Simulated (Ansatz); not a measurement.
A made-up structure of CH2BS (charge +1), closed shell:

```xyz
5
angstrom
C -0.4101 0.5517 -0.3320
B 0.4800 -0.6457 0.3885
S 1.4474 -1.9469 1.1716
H -0.3901 1.7063 0.0703
H -1.1272 0.3347 -1.2984
```

It is relaxed with PBE-D4/def2-SVP and then PBE0-D4/def2-TZVP (Ansatz 0.2.0). Atoms count as bonded within 1.22 times the sum of their covalent radii (H–H: 0.88 Å). The end point is not checked to be a true minimum.

Q: Does its bonding change? (A judgement: the text doesn't fix the answer.)

A: The calculation gives: No: no bond forms or breaks.

Where it ends: The first stage lowers the energy by 1.12 eV in 6 steps. It ends as CH₂BS ([CH2][B][S]), total charge +1:
C1  (-0.366, 0.492, -0.296)
B2  (0.429, -0.577, 0.347)
S3  (1.292, -1.739, 1.046)
H4  (-0.349, 1.523, 0.062)
H5  (-1.006, 0.299, -1.159)
(Å)

Labels in which every atom is bracketed show which atoms are joined, not bond orders.

For scale, one of the runs: PBE0-D4/def2-TZVP relaxation, 111 basis functions, launched by `ansatz run in.yaml --threads 2 --pin off --events-out ev --progress --plain --max-ram 4352MiB`. Hardware: 2 CPU threads of an Intel Xeon, shared host. Wall time about 11 s.
